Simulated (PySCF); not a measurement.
## Charge-transfer reorganisation: `C(/C=C)=C\C=O`, C5H6O

Geometry:
```tsv
atom	x (Å)	y (Å)	z (Å)
C1	-1.868	0.809	1.486
C2	-0.810	0.042	1.168
C3	-0.081	0.160	-0.082
C4	0.984	-0.597	-0.432
C5	1.664	-0.413	-1.720
O6	2.622	-1.063	-2.090
H7	-2.240	1.577	0.802
H8	-2.393	0.692	2.437
H9	-0.461	-0.720	1.874
H10	-0.433	0.924	-0.787
H11	1.383	-1.375	0.227
H12	1.224	0.394	-2.365
```

Level of theory: UKS B3LYP/cc-pVDZ four-point reorganisation energy, gas phase (PySCF 2.14.0). Geometry: B3LYP/cc-pVDZ.

What is the inner reorganisation energy for hole transfer, with the ionisation energy?

λ = 0.289 (surface of the oxidised species) + 0.159 (surface of the starting species) = 0.448 eV. The ionisation energy is 9.25 eV vertical and 8.96 eV adiabatic without zero-point energy; at the relaxed geometry of the oxidised species the two energies differ by 8.80 eV. Largest bond changes: C3–C4 1.352 → 1.388 Å, C1–C2 1.345 → 1.378 Å, C2–C3 1.452 → 1.419 Å, C5–H12 1.123 → 1.112 Å, C5–O6 1.216 → 1.219 Å. ⟨S²⟩ of the relaxed oxidised species 0.792.

What is the inner reorganisation energy for electron transfer, with the electron affinity?

λ = 0.285 (surface of the reduced species) + 0.280 (surface of the starting species) = 0.565 eV. The electron affinity is 0.18 eV vertical and 0.47 eV adiabatic without zero-point energy; at the relaxed geometry of the reduced species the two energies differ by 0.75 eV. Largest bond changes: C3–C4 1.352 → 1.409 Å, C4–C5 1.468 → 1.416 Å, C2–C3 1.452 → 1.412 Å, C1–C2 1.345 → 1.385 Å, C5–O6 1.216 → 1.255 Å. ⟨S²⟩ of the relaxed reduced species 0.765.

The highest occupied orbital of the reduced species is unbound in this basis, so its energies are rough.
